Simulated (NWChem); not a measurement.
System: methanethiol (CH4S); SMILES CS

The following NWChem deck was run.

```
start job
memory heap 200 mb stack 900 mb global 1100 mb
geometry units angstroms noautoz
  C      0.007372     1.144073     0.000000
  S      0.073678    -0.666908     0.000000
  H     -0.485965     1.537229     0.899863
  H      1.050474     1.489261     0.000000
  H     -0.485965     1.537229    -0.899863
  H     -1.259317    -0.880595     0.000000
end
basis spherical
  C library 6-31+g*
  S library 6-31+g*
  H library 6-31+g*
end
dft
  xc xpbe96 cpbe96
  iterations 150
  vectors input atomic output neutral.movecs
end
task dft energy
charge 1
dft
  odft
  mult 2
  vectors input atomic output cation.movecs
end
task dft energy
charge -1
dft
  odft
  mult 2
  vectors input atomic output anion.movecs
end
task dft energy
```

NWChem printed, in part:

```
             Northwest Computational Chemistry Package (NWChem) 7.3.0
             --------------------------------------------------------

 CS  symmetry detected

                             Geometry "geometry" -> ""
                             -------------------------

 Output coordinates in angstroms (scale by  1.889725989 to convert to a.u.)

  No.       Tag          Charge          X              Y              Z
 ---- ---------------- ---------- -------------- -------------- --------------
    1 C                    6.0000     0.01180970     1.14875612     0.00000000
    2 S                   16.0000     0.06855391    -0.66254969     0.00000000
    3 H                    1.0000    -0.47944480     1.54451116     0.89986300
    4 H                    1.0000     1.05671955     1.48843237     0.00000000
    5 H                    1.0000    -0.47944480     1.54451116    -0.89986300
    6 H                    1.0000    -1.26555065    -0.86919632     0.00000000

 Effective nuclear repulsion energy (a.u.)      56.2440185353

      Symmetry information
      --------------------

 Group name             Cs
 Group number              2
 Group order               2
 No. of unique centers     5

  pbe96 is a nonlocal functional; adding pw91lda local functional.

                                 NWChem DFT Module
                                 -----------------

 Summary of "ao basis" -> "ao basis" (spherical)
 ------------------------------------------------------------------------------
       Tag                 Description            Shells   Functions and Types
 ---------------- ------------------------------  ------  ---------------------
 C                          6-31+g*                  8       18   4s3p1d
 S                          6-31+g*                 10       22   5s4p1d
 H                          6-31+g*                  2        2   2s

      Symmetry analysis of basis
      --------------------------

        a'         35
        a"         13

            General Information
            -------------------
          SCF calculation type: DFT
          Wavefunction type:  closed shell.
          No. of atoms     :     6
          No. of electrons :    26
           Alpha electrons :    13
            Beta electrons :    13
          Charge           :     0
          Spin multiplicity:     1
          Use of symmetry is: on ; symmetry adaption is: on
          Maximum number of iterations: 150
          AO basis - number of functions:    48
                     number of shells:    26
          Convergence on energy requested:  1.00D-06
          Convergence on density requested:  1.00D-05
          Convergence on gradient requested:  5.00D-04

              XC Information
              --------------
          PerdewBurkeErnzerhof Exchange Functional  1.000
            Perdew 1991 LDA Correlation Functional  1.000 local
           PerdewBurkeErnz. Correlation Functional  1.000 non-local

             Grid Information
             ----------------
          Grid used for XC integration:  medium
          Radial quadrature: Mura-Knowles
          Angular quadrature: Lebedev.
          Tag              B.-S. Rad. Rad. Pts. Rad. Cut. Ang. Pts.
          ---              ---------- --------- --------- ---------
          C                   0.70       49          11.0       434
          S                   1.00       88          11.0       590
          H                   0.35       45          10.0       434
          Grid pruning is: on
          Number of quadrature shells:   272
          Spatial weights used:  Erf1

      Superposition of Atomic Density Guess
      -------------------------------------

 Sum of atomic energies:        -437.11267238

      Non-variational initial energy
      ------------------------------

 Total energy =    -437.957946
 1-e energy   =    -713.069597
 2-e energy   =     218.867632
 HOMO         =      -0.284845
 LUMO         =       0.031915

      Symmetry analysis of molecular orbitals - initial
      -------------------------------------------------

  Numbering of irreducible representations:

     1 a'          2 a"

  Orbital symmetries:

     1 a'          2 a'          3 a'          4 a'          5 a'
     6 a"          7 a'          8 a'          9 a'         10 a"
    11 a'         12 a'         13 a"         14 a'         15 a'
    16 a'         17 a"         18 a'         19 a'         20 a"
    21 a'         22 a'         23 a'

   convergence    iter        energy       DeltaE   RMS-Dens  Diis-err
 ---------------- ----- ----------------- --------- --------- ---------
 d= 0,ls=0.0,diis     1   -438.4167236971 -4.95D+02  1.47D-02  2.24D-01
 d= 0,ls=0.0,diis     2   -438.4251154609 -8.39D-03  9.30D-03  1.02D-01
 d= 0,ls=0.0,diis     3   -438.4344909543 -9.38D-03  3.52D-03  4.48D-02
 d= 0,ls=0.0,diis     4   -438.4405612500 -6.07D-03  8.84D-04  1.57D-03
 d= 0,ls=0.0,diis     5   -438.4408182567 -2.57D-04  1.69D-04  3.61D-05
  Resetting Diis
 d= 0,ls=0.0,diis     6   -438.4408239594 -5.70D-06  3.70D-05  3.24D-06
 d= 0,ls=0.0,diis     7   -438.4408244283 -4.69D-07  2.06D-05  1.31D-07
 d= 0,ls=0.0,diis     8   -438.4408244162  1.21D-08  1.15D-05  2.06D-07
 d= 0,ls=0.0,diis     9   -438.4408244509 -3.47D-08  1.09D-06  5.99D-09

         Total DFT energy =     -438.440824450923
      One electron energy =     -715.099232536896
           Coulomb energy =      252.753830193367
    Exchange-Corr. energy =      -32.339440642730
 Nuclear repulsion energy =       56.244018535336

 Numeric. integr. density =       26.000006566717

                  Occupations of the irreducible representations
                  ----------------------------------------------

                     irrep           alpha         beta
                     --------     --------     --------
                     a'               10.0         10.0
                     a"                3.0          3.0

                       DFT Final Molecular Orbital Analysis
                       ------------------------------------

 Vector   11  Occ=2.000000D+00  E=-3.560425D-01  Symmetry=a'
              MO Center=  9.5D-02,  5.6D-01,  1.9D-15, r^2= 2.2D+00
   Bfn.  Coefficient  Atom+Function         Bfn.  Coefficient  Atom+Function
  ----- ------------  ---------------      ----- ------------  ---------------
    26      0.353874  2 S  py                 3     -0.291515  1 C  px
     4     -0.284940  1 C  py                43     -0.238123  4 H  s
    44     -0.174041  4 H  s                 48     -0.163374  6 H  s
    47     -0.158051  6 H  s                  7     -0.155735  1 C  px
    25      0.156355  2 S  px                 8     -0.154524  1 C  py

 Vector   12  Occ=2.000000D+00  E=-2.985554D-01  Symmetry=a'
              MO Center=  1.0D-01, -4.0D-01,  1.9D-16, r^2= 2.2D+00
   Bfn.  Coefficient  Atom+Function         Bfn.  Coefficient  Atom+Function
  ----- ------------  ---------------      ----- ------------  ---------------
    25      0.405044  2 S  px                26     -0.350814  2 S  py
    28      0.304430  2 S  s                 24      0.272231  2 S  s
     4      0.216665  1 C  py                48     -0.199184  6 H  s
    47     -0.163495  6 H  s                 21     -0.157470  2 S  px
     3     -0.153669  1 C  px                22      0.136987  2 S  py

 Vector   13  Occ=2.000000D+00  E=-2.037556D-01  Symmetry=a"
              MO Center=  2.7D-02, -5.1D-01, -4.5D-16, r^2= 1.9D+00
   Bfn.  Coefficient  Atom+Function         Bfn.  Coefficient  Atom+Function
  ----- ------------  ---------------      ----- ------------  ---------------
    27      0.687873  2 S  pz                31      0.396354  2 S  pz
    23     -0.260609  2 S  pz                42     -0.137138  3 H  s
    46      0.137138  5 H  s                  5     -0.115068  1 C  pz
    41     -0.098799  3 H  s                 45      0.098799  5 H  s
    35      0.079117  2 S  pz                13     -0.039570  1 C  pz

 Vector   14  Occ=0.000000D+00  E=-2.603871D-02  Symmetry=a'
              MO Center= -3.7D-01,  4.2D-01,  5.2D-13, r^2= 6.5D+00
   Bfn.  Coefficient  Atom+Function         Bfn.  Coefficient  Atom+Function
  ----- ------------  ---------------      ----- ------------  ---------------
    32      2.544166  2 S  s                 10     -1.687163  1 C  s
    34      0.975148  2 S  py                12      0.884832  1 C  py
     6     -0.750188  1 C  s                 48      0.507091  6 H  s
    28     -0.429660  2 S  s                 29      0.404372  2 S  px
    30      0.391503  2 S  py                25      0.255008  2 S  px

 Vector   15  Occ=0.000000D+00  E=-4.004676D-03  Symmetry=a'
              MO Center= -5.3D-01, -6.3D-01, -4.1D-13, r^2= 7.7D+00
   Bfn.  Coefficient  Atom+Function         Bfn.  Coefficient  Atom+Function
  ----- ------------  ---------------      ----- ------------  ---------------
    10      1.082946  1 C  s                 28     -1.085119  2 S  s
    12     -0.795560  1 C  py                34     -0.701004  2 S  py
     6      0.454664  1 C  s                 48      0.396466  6 H  s
    32     -0.387649  2 S  s                 29      0.351674  2 S  px
     8     -0.348281  1 C  py                30     -0.310678  2 S  py

 Vector   16  Occ=0.000000D+00  E= 2.883400D-02  Symmetry=a'
              MO Center=  6.2D-01,  5.3D-01,  1.7D-11, r^2= 8.2D+00
   Bfn.  Coefficient  Atom+Function         Bfn.  Coefficient  Atom+Function
  ----- ------------  ---------------      ----- ------------  ---------------
    48     -0.694348  6 H  s                 32      0.650526  2 S  s
    29     -0.596792  2 S  px                10      0.563610  1 C  s
    12      0.491222  1 C  py                 8     -0.379945  1 C  py
    11      0.344046  1 C  px                30     -0.332262  2 S  py
    25     -0.265250  2 S  px                 4     -0.252194  1 C  py

     Multipole analysis of the density
     ---------------------------------

[...]
```

Level: PBE/6-31+G* (spherical d), vertical spin-unrestricted ions. The geometry was optimised at PBE0/def2-SVP.
